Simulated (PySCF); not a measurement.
Basis-set dependence of population analyses: 1-chloro-2-methylpropane

Species: 1-chloro-2-methylpropane, C₄H₉Cl.
Structure used (PBE0-D3(BJ)/def2-SVP), in Å, numbered top down from 1:
```xyz
14
C4H9Cl angstrom
C      0.8889   -1.1371   -0.4343
C     -0.3935   -0.4976    0.0802
C     -0.3652    1.0209   -0.0672
C     -1.6275   -1.0430   -0.6227
Cl    -1.8652   -2.7965   -0.3471
H      1.7629   -0.7719    0.1257
H      1.0476   -0.8957   -1.4988
H      0.8506   -2.2314   -0.3371
H     -0.5003   -0.7421    1.1520
H      0.5020    1.4475    0.4590
H     -0.2856    1.3149   -1.1269
H     -1.2722    1.4894    0.3458
H     -1.5597   -0.8983   -1.7118
H     -2.5393   -0.5456   -0.2637
```

PBE0 throughout (PySCF), one geometry, spherical d and f functions. The structure is a single PBE0-D3(BJ)/def2-SVP conformer in the gas phase; no vibrational or solvent corrections. Atoms taken as equivalent share a column and are averaged.

Mulliken charges (e):

| basis | functions | C1/C3 | C2 | C4 | Cl5 | H6 (×6) | H9 | H13/H14 |
| --- | --- | --- | --- | --- | --- | --- | --- | --- |
| STO-3G | 38 | -0.232 | -0.049 | -0.114 | -0.164 | +0.081 | +0.088 | +0.107 |
| 6-31G | 67 | -0.480 | -0.160 | -0.525 | +0.001 | +0.170 | +0.187 | +0.218 |
| 6-31G* | 92 | -0.524 | -0.139 | -0.432 | -0.074 | +0.179 | +0.184 | +0.216 |
| def2-SVP | 119 | -0.045 | -0.202 | -0.004 | -0.175 | +0.043 | +0.051 | +0.079 |
| 6-311+G(2d,p) | 197 | -0.661 | +0.423 | -0.485 | +0.006 | +0.154 | +0.113 | +0.171 |
| def2-TZVP | 215 | -0.381 | -0.043 | -0.131 | -0.170 | +0.125 | +0.089 | +0.134 |

IAO charges (e):

| basis | functions | C1/C3 | C2 | C4 | Cl5 | H6 (×6) | H9 | H13/H14 |
| --- | --- | --- | --- | --- | --- | --- | --- | --- |
| STO-3G | 38 | -0.389 | -0.127 | -0.256 | -0.083 | +0.135 | +0.140 | +0.148 |
| 6-31G | 67 | -0.432 | -0.095 | -0.255 | -0.126 | +0.145 | +0.143 | +0.164 |
| 6-31G* | 92 | -0.412 | -0.091 | -0.233 | -0.123 | +0.138 | +0.136 | +0.154 |
| def2-SVP | 119 | -0.401 | -0.089 | -0.223 | -0.116 | +0.134 | +0.132 | +0.148 |
| 6-311+G(2d,p) | 197 | -0.425 | -0.093 | -0.236 | -0.125 | +0.142 | +0.139 | +0.157 |
| def2-TZVP | 215 | -0.425 | -0.093 | -0.236 | -0.121 | +0.142 | +0.138 | +0.156 |

Hirshfeld charges (e):

```tsv
basis	functions	C1/C3	C2	C4	Cl5	H6 (×6)	H9	H13/H14
STO-3G	38	-0.042	+0.023	+0.079	-0.193	+0.016	+0.016	+0.030
6-31G	67	-0.102	-0.007	-0.014	-0.105	+0.035	+0.032	+0.045
6-31G*	92	-0.101	-0.011	-0.011	-0.111	+0.035	+0.034	+0.046
def2-SVP	119	-0.114	-0.020	-0.027	-0.068	+0.037	+0.034	+0.043
6-311+G(2d,p)	197	-0.116	-0.037	-0.040	-0.067	+0.040	+0.040	+0.048
def2-TZVP	215	-0.119	-0.032	-0.038	-0.069	+0.041	+0.040	+0.048
```

Some averages cover members that differ in this geometry, most widely: C1/C3, Mulliken in 6-311+G(2d,p) -0.684 to -0.637; H6 (×6), Mulliken in def2-TZVP +0.109 to +0.142; H6 (×6), Mulliken in 6-31G* +0.167 to +0.200; H6 (×6), Mulliken in 6-31G +0.158 to +0.190 e.

Task: Which scheme is steadiest as the basis changes?

Result: Largest range over the bases for any column: IAO 0.04 e, Hirshfeld 0.13 e, Mulliken 0.63 e. IAO charges move least and Mulliken charges most, counted in e. Without the minimal STO-3G basis the ranges are IAO 0.03, Hirshfeld 0.04, Mulliken 0.63 e.

Task: How much do the charges still move between the two largest bases, 6-311+G(2d,p) and def2-TZVP?

Result: At most, over all atoms: Mulliken 0.466 e, IAO 0.003 e, Hirshfeld 0.005 e.

Task: What do the same runs give for the total energy, the frontier levels and the dipole moment?

Result: 
```csv
basis,energy (Eh),HOMO (eV),LUMO (eV),μ (D)
STO-3G,-610.8618,-6.43,4.63,2.36
6-31G,-617.6315,-8.21,1.30,2.42
6-31G*,-617.6834,-8.18,1.23,2.20
def2-SVP,-617.4474,-8.09,1.23,1.94
"6-311+G(2d,p)",-617.7624,-8.31,0.15,2.13
def2-TZVP,-617.7743,-8.26,0.73,2.05
```

The dipole is fixed by the density alone, so its range of 0.48 D shows that the density itself changes with the basis, not only its division among atoms.
